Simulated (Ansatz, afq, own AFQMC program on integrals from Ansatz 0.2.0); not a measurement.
# SbH₃⁺, doublet: AFQMC among the cluster methods

```tsv
atom	x (Å)	y (Å)	z (Å)
Sb	0.0000	0.0000	-0.0130
H	1.5873	0.0135	0.5265
H	-0.8069	1.3701	0.5181
H	-0.7847	-1.3817	0.5215
```

Basis def2-SVP with its core potentials. Noble-gas cores (and the filled d shells of Ga–Kr and In–Xe) are frozen. Integrals, coupled cluster, full CI and functionals: Ansatz 0.2.0; the random walks run on the same integrals in our own AFQMC program. The CISD trial takes its coefficients from CCSD amplitudes. Released means that phaseless walkers are propagated on without the constraint, phases kept. Free AFQMC starts from the CCSD state and is never constrained. Its projection time is finite, and what remains of the start isn't in its error. Error bars are statistical, one sigma. No spin–orbit coupling.

Determinant: UHF, the one that the program's search chose, which needn't be the lowest solution. The geometry is a point of a scan.

No full CI on the walks' own integrals is used here; CCSDT(Q) serves as the reference and is uncertain by about the last step of the cluster series.

Cautions: no spin-orbit coupling; inner d shell frozen.

- T1 diagnostic: 0.0109
- weight of the determinant in the CISD state: 0.929
- ⟨S²⟩ of the determinant: 0.753
- size of the correlated space: 7 electrons in 32 orbitals

```json
{"level": "MP2", "correlation energy (eV)": "-2.3385"}
{"level": "CCSD", "correlation energy (eV)": "-3.0156"}
{"level": "CCSD(T)", "correlation energy (eV)": "-3.0756"}
```

Task: Estimate where AFQMC with the constraint released lies against CCSD(T) on the same integrals.

Result: 1.8 ± 0.4 kJ/mol below CCSD(T).

Reference: CCSDT(Q), correlation energy -3.094 eV. The released energy is read at 2.40 1/Eh (meV from the phaseless value at times in 1/Eh: -1 ± 4 at 0.24, -4 ± 3 at 0.51, -2 ± 4 at 0.99, -4 ± 4 at 1.62, -6 ± 4 at 2.40).

```csv
level,E − E(reference) (kJ/mol),share of correlation (%)
CCSD(T),1.8,99.39
CCSDT,0.1,99.96
ph-AFQMC/HF,-0.3 ± 2.5,100.09
ph-AFQMC/CISD,0.5 ± 0.4,99.82
released AFQMC,0.0 ± 0.4,99.99
free AFQMC,0.0 ± 0.7,100.01
```

Free projections are given only where their last times agree within the noise and don't stop above the reference; a slow remainder of the start can still hide under it. A walk keeps the symmetry of its determinant, which the program's search chose and which needn't be the lowest solution, so a lower state of the same spin and another symmetry isn't excluded. Released energies are given only where the last usable release times agree within the noise; a slower fall can still hide under it.
